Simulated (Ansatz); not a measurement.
```yaml
crystal:
  periodic: [false, false, false]
  atoms:
    - {symbol: C, position_ang: [-1.033494, 1.938472, -0.696258]}
    - {symbol: C, position_ang: [-0.431463, 0.916404, -0.511276]}
    - {symbol: C, position_ang: [0.297039, -0.336924, -0.313020]}
    - {symbol: C, position_ang: [0.650083, -0.562832, 1.143886]}
    - {symbol: O, position_ang: [-0.462628, -1.453882, -0.741103]}
    - {symbol: H, position_ang: [-1.569790, 2.844395, -0.853483]}
    - {symbol: H, position_ang: [1.227942, -0.273269, -0.896490]}
    - {symbol: H, position_ang: [1.191222, -1.505162, 1.241008]}
    - {symbol: H, position_ang: [-0.259424, -0.613500, 1.743594]}
    - {symbol: H, position_ang: [1.276093, 0.249113, 1.515564]}
    - {symbol: H, position_ang: [-0.820180, -1.259714, -1.611821]}
basis:
  gaussian: {orbitals: "6-31++G**", point_charges: [{charge: 1.00, position_ang: [6.156, -0.321, 0.953]}]}
hamiltonian: {xc: {name: PBE0}, dispersion: rvv10}
output: {forces: true}
```

```sh
$ ansatz run in.yaml --threads 4 --pin off --events-out ev --progress --plain --max-ram 10444MiB
```

Question: How does Ansatz answer? (Estimate.)

Answer: Ansatz gave: The program refused the input.
```
Error: inconsistent input (hamiltonian.dispersion, hamiltonian.xc): `dispersion: rvv10` has no transferable b for PBE exchange — Sabatini et al. (2013) fitted b=6.3 to rPW86, and the PBE refits of Peng & Perdew (2017) are task-dependent (b=6.6 S22 / b=10.0 layered). Use `xc: {exchange: rpw86, correlation: pbe}` for the original rVV10 or `xc: r2scan` for the r²SCAN+rVV10 pairing
```
